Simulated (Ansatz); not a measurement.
Coupled-cluster run, C₃H₅N, SMILES `CC1=CN1`.

```yaml
crystal:
  periodic: [false, false, false]
  atoms:
    - {symbol: C, position_ang: [0.188459, 1.021799, -0.767777]}
    - {symbol: C, position_ang: [0.071321, -0.188991, 0.034288]}
    - {symbol: C, position_ang: [0.402689, -1.302513, 0.551775]}
    - {symbol: N, position_ang: [-1.046912, -0.920126, 0.712899]}
    - {symbol: H, position_ang: [-0.568091, 1.009647, -1.558653]}
    - {symbol: H, position_ang: [0.002651, 1.910481, -0.156970]}
    - {symbol: H, position_ang: [1.178643, 1.103254, -1.217583]}
    - {symbol: H, position_ang: [1.022256, -2.159719, 0.735535]}
    - {symbol: H, position_ang: [-1.162416, -0.520131, 1.649485]}
basis:
  gaussian: {orbitals: def2-TZVPP}
correlation: {method: ccsd_t}
output: {orbitals: {seedname: orbitals}}
```

```sh
$ ansatz run in.yaml --threads 2 --pin off --events-out ev --progress --plain --max-ram 4352MiB
```

Log, shortened:

```
Functional definition: HF
1150 factors; integrals over basis functions are off by at most 1.0e-3 eV
mean field evaluation 1: about -4647.4117 eV, gradient 3.3e1 eV
mean field evaluation 2: about -4647.4189 eV, gradient 3.3e1 eV
mean field evaluation 4: about -4650.2264 eV, gradient 4.3e0 eV
mean field evaluation 8: about -4650.2799 eV, gradient 4.8e-4 eV
mean field -4650.27991375 eV, -170.8946347574 hartree, gradient 3.1e-6 eV, S^2 0.000000; 0 other end points of the search recorded, 0 dependent functions left out; unrestricted orbitals would lower it
4 core orbitals not correlated: weight in the atoms' cores, before any rotation towards them, 1.000 or more for the frozen orbitals, at most 0.000 for the correlated occupied ones
reference -4650.27991375 eV, -170.8946347574 hartree; 11, 11 occupied and 179, 179 virtual orbitals, 1150 factors
second order -18.97748329 eV of doubles, -0.00000000 eV of singles
cycle   1  -19.03609048 eV  change   -5.9e-2 eV  update   9.2e-2
cycle   2  -19.54261319 eV  change   -5.1e-1 eV  update   2.8e-2
cycle   3  -19.64261204 eV  change   -1.0e-1 eV  update   1.3e-2
cycle   4  -19.63856215 eV  change    4.0e-3 eV  update   3.6e-3
cycle   5  -19.64114274 eV  change   -2.6e-3 eV  update   1.5e-3
cycle   6  -19.64132657 eV  change   -1.8e-4 eV  update   4.5e-4
cycle   7  -19.64108182 eV  change    2.4e-4 eV  update   2.2e-4
cycle   8  -19.64109793 eV  change   -1.6e-5 eV  update   1.0e-4
cycle   9  -19.64110620 eV  change   -8.3e-6 eV  update   4.5e-5
cycle  10  -19.64108391 eV  change    2.2e-5 eV  update   1.7e-5
perturbative correction -0.92785138 eV, -0.0340979092 hartree
Total energy: -4670.84884903 eV, -171.6505291869 hartree
```

Run time 100 s (2 threads of an Intel Xeon on a shared host); peak host memory 2.3 GiB.

Correlation energy per correlated electron: -0.935 eV. T1 diagnostic: 0.0109.
